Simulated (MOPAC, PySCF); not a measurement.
Species: methane, CH₄, charge 0, multiplicity 1. SMILES: C
Geometry: optimised at B3LYP-D3(BJ)/def2-TZVP (Ansatz).

Unscaled harmonic wavenumbers (cm⁻¹) in rising order, each level at the stationary point that it reaches from this structure (no distance between atoms moves by over 0.3 Å); the order of modes can differ between levels, and a negative number is imaginary. B3LYP-D3(BJ)/def2-TZVP (PySCF, at the structure above): 1341, 1341, 1341, 1557, 1557, 3032, 3135, 3135, 3135.

AM1 (MOPAC): 1380, 1380, 1380, 1411, 1411, 3103, 3103, 3103, 3214. Zero-point energy 27.9 against 28.0 kcal/mol; where all levels lie over 400 cm⁻¹, the wavenumbers are on average 0.992 times those of B3LYP-D3(BJ)/def2-TZVP.

PM3 (MOPAC): 1362, 1362, 1362, 1451, 1451, 3207, 3207, 3207, 3311. Zero-point energy 28.5 against 28.0 kcal/mol; where all levels lie over 400 cm⁻¹, the wavenumbers are on average 1.008 times those of B3LYP-D3(BJ)/def2-TZVP.
